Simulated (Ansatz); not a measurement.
# H2B–B, triplet in cc-pVDZ: errors against UCCSDT(Q)

Geometry: a point of a breathe scan, not a stationary point.

```yaml
atoms:
  - { symbol: B, position_ang: [0.0000, 0.0000, 0.7432] }
  - { symbol: B, position_ang: [0.0000, 0.0000, -1.0004] }
  - { symbol: H, position_ang: [0.0000, 1.1527, 1.3794] }
  - { symbol: H, position_ang: [0.0000, -1.1527, 1.3794] }
```

Basis cc-pVDZ; Ansatz 0.2.0. Correlated methods freeze the noble-gas cores, which leaves 8 electrons in 36 orbitals. R marks a restricted (for open shells ROHF) determinant, U an unrestricted one. Active spaces: valence = (8e, 10o) chosen from the atoms' valence shells.

Full CI isn't at hand for all of this; UCCSDT(Q) serves as the reference, and is uncertain by about the last step of the cluster series. The frozen core follows each run's orbitals, which can shift R against U totals by a few meV.

For open shells CISD is restricted-active-space CI with the open shells as a complete middle space.

* UHF ⟨S²⟩: 2.005
* T1 diagnostic (RCCSD): 0.0418
* largest doubles amplitude (RCCSD): 0.073
* T1 diagnostic (UCCSD): 0.0374

Question: From what is known of these methods and the diagnostics, rank them by the size of their error in total energy against UCCSDT(Q) in cc-pVDZ, smallest first (an estimate: the text doesn't fix the numbers).
A. MRCISD (valence space)
B. RHF
C. UCCSD(T)
D. RMP2
E. CISD

Answer: C (1.14 kcal/mol), A (2.97 kcal/mol), E (9.96 kcal/mol), D (26.43 kcal/mol), B (103.62 kcal/mol).

All errors are against UCCSDT(Q) in cc-pVDZ. Within each family the higher level lies nearer, as is usual though not guaranteed.

Natural occupations of CASSCF (valence space) about the gap: 1.974 1.964 1.945 1.002 0.985 0.033 0.030 0.029 0.020 0.017; effectively unpaired electrons, Σ n²(2−n)², 2.03.
